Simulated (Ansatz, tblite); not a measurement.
**BiH2F: a ladder of methods and basis sets**

The task here is to estimate one member of a computed series from the others.

Method: as each input shows; program: Ansatz 0.2.0, Gaussian basis.

The runs, in order: GFN1-xTB, GFN2-xTB, PBE-D4/def2-TZVP, r2SCAN-D4/def2-TZVP, ωB97X-V/def2-TZVP, revPBE-D4/def2-TZVP, LDA/def2-TZVP, B97M-V/def2-TZVP, HF/def2-TZVP, B2PLYP/def2-TZVP, LC-ωPBE/def2-TZVP, PBE-D4/def2-SVP, PBE0-D4/def2-SVP, PBE0-D4/def2-TZVPD, PBE-D4/def2-TZVPD, r2SCAN-D4/def2-TZVPD, CCSD(T)/def2-TZVPP, MP2/def2-TZVP, RPA/def2-TZVP, CCSD(T)/def2-TZVPD.

**The relaxed structure**

The singlet was relaxed beforehand with PBE-D4/def2-TZVP.

4 atoms, charge 0, spin multiplicity 1.

Bond lengths: Bi1–H2 1.818 Å, Bi1–H3 1.818 Å, Bi1–F4 2.050 Å. Angles: H2–Bi1–H3 89.1°, H2–Bi1–F4 94.1°, H3–Bi1–F4 94.1°.

Bi takes a core potential in the def2 sets. No spin-orbit coupling is included.

PBE0-D4/def2-TZVP was run before; its log isn't repeated, and its numbers join the tables.

Set-up of the first run:

Tight binding, by tblite at 300 K electronic temperature and without a spin-polarisation term:

```python
tblite.interface.Calculator('GFN1-xTB', numbers, positions, charge=0, uhf=0).singlepoint()
```

Tight binding, by tblite at 300 K electronic temperature and without a spin-polarisation term:

```python
tblite.interface.Calculator('GFN2-xTB', numbers, positions, charge=0, uhf=0).singlepoint()
```

start.molden holds the orbitals of an earlier run on this state, given as this run's starting guess.

in.yaml reads:

```yaml
crystal:
  periodic: [false, false, false]
  atoms:
    - {symbol: Bi, position_ang: [0.008615, 0.029031, 0.784569]}
    - {symbol: H, position_ang: [1.524423, 0.055718, -0.219183]}
    - {symbol: H, position_ang: [-0.660835, 1.370681, -0.243876]}
    - {symbol: F, position_ang: [-0.872203, -1.455430, -0.321509]}
basis:
  gaussian: {orbitals: def2-TZVP, initial_orbitals: start.molden}
hamiltonian: {xc: pbe, dispersion: d4}
scf: {omitted_lower_state_checks: [starts]}
output: {orbitals: {seedname: orbitals}}
```

Launch:

```console
ansatz run in.yaml --threads 2 --pin off --events-out ev --progress --plain --max-ram 4352MiB
```

Steps of the session up to this table: PBE-D4/def2-TZVP; r2SCAN-D4/def2-TZVP; ωB97X-V/def2-TZVP; revPBE-D4/def2-TZVP; LDA/def2-TZVP; B97M-V/def2-TZVP; HF/def2-TZVP; B2PLYP/def2-TZVP; LC-ωPBE/def2-TZVP; PBE-D4/def2-SVP; PBE0-D4/def2-SVP; PBE0-D4/def2-TZVPD; PBE-D4/def2-TZVPD; r2SCAN-D4/def2-TZVPD; CCSD(T)/def2-TZVPP; MP2/def2-TZVP; RPA/def2-TZVP; CCSD(T)/def2-TZVPD.

One table of the session follows, with a row left open; its other results are not shown here.

It belongs to the step «Levels side by side». 

| level | HOMO (eV) | gap (eV) |
| --- | --- | --- |
| HF/def2-TZVP | -10.64 | 11.73 |
| LDA/def2-TZVP | -7.06 | 4.22 |
| PBE-D4/def2-SVP | -6.62 | 4.34 |
| PBE-D4/def2-TZVP | -6.90 | 4.34 |
| PBE-D4/def2-TZVPD | -6.97 | 4.32 |
| revPBE-D4/def2-TZVP | -6.85 | 4.40 |
| r2SCAN-D4/def2-TZVP | -7.22 | 4.93 |
| r2SCAN-D4/def2-TZVPD | -7.27 | 4.91 |
| B97M-V/def2-TZVP | -7.15 | 4.74 |
| PBE0-D4/def2-SVP | -7.91 | 6.41 |
| PBE0-D4/def2-TZVP | -8.09 | 6.31 |
| PBE0-D4/def2-TZVPD | -8.13 | 6.26 |
| LC-ωPBE/def2-TZVP | -10.59 | 10.92 |
| ωB97X-V/def2-TZVP | ? | ? |

Q: Estimate the row for ωB97X-V/def2-TZVP from the others.

As computed: HOMO (eV): -10.30; gap (eV): 10.51. In the column «HOMO (eV)» it lies between LC-ωPBE/def2-TZVP (-10.59) and PBE0-D4/def2-TZVPD (-8.13).
